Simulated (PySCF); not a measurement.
**Cost of excited-state runs on `InChI=1S/C5H11P/c1-4-5(2)6(4)3/h4-5H,1-3H3/t4-,5+,6?`**

Molfile (atoms numbered from 1):
```
C5H11P
     RDKit          3D

 17 17  0  0  0  0  0  0  0  0999 V2000
    0.0073    2.0486   -0.1461 C   0  0  0  0  0  0  0  0  0  0  0  0
   -0.3555    0.6617    0.3242 C   0  0  2  0  0  0  0  0  0  0  0  0
    0.6261   -0.4766    0.1845 C   0  0  2  0  0  0  0  0  0  0  0  0
    1.9824   -0.2456   -0.4349 C   0  0  0  0  0  0  0  0  0  0  0  0
   -0.8658   -0.6291   -0.9121 P   0  0  0  0  0  0  0  0  0  0  0  0
   -1.9369   -1.7057    0.1634 C   0  0  0  0  0  0  0  0  0  0  0  0
    0.4353    2.0269   -1.1448 H   0  0  0  0  0  0  0  0  0  0  0  0
    0.7338    2.4985    0.5315 H   0  0  0  0  0  0  0  0  0  0  0  0
   -0.8775    2.6821   -0.1689 H   0  0  0  0  0  0  0  0  0  0  0  0
   -0.9258    0.6690    1.2502 H   0  0  0  0  0  0  0  0  0  0  0  0
    0.6586   -1.1644    1.0264 H   0  0  0  0  0  0  0  0  0  0  0  0
    1.8972    0.2740   -1.3860 H   0  0  0  0  0  0  0  0  0  0  0  0
    2.4806   -1.1966   -0.6123 H   0  0  0  0  0  0  0  0  0  0  0  0
    2.6075    0.3508    0.2302 H   0  0  0  0  0  0  0  0  0  0  0  0
   -1.7480   -1.5398    1.2216 H   0  0  0  0  0  0  0  0  0  0  0  0
   -2.9821   -1.4925   -0.0559 H   0  0  0  0  0  0  0  0  0  0  0  0
   -1.7440   -2.7494   -0.0809 H   0  0  0  0  0  0  0  0  0  0  0  0
  1  2  1  0
  2  3  1  0
  3  4  1  0
  3  5  1  0
  5  6  1  0
  5  2  1  0
  1  7  1  0
  1  8  1  0
  1  9  1  0
  2 10  1  1
  3 11  1  1
  4 12  1  0
  4 13  1  0
  4 14  1  0
  6 15  1  0
  6 16  1  0
  6 17  1  0
M  END
```

PySCF with density fitting, on 1 thread of an Arm Neoverse N1, shared host. Command: `OMP_NUM_THREADS=1 python excited_run.py task.json out`

Question: How long does this run take, and how much memory?
- magnetisability and related constants, B97-2/pcSseg-1; isotopologues

Answer: 
| run | level | basis functions | wall time | peak memory (GiB) |
| --- | --- | --- | --- | --- |
| magnetisability and related constants | B97-2/pcSseg-1 | 164 | 39 s | 0.77 |

Times from a shared host are rough.
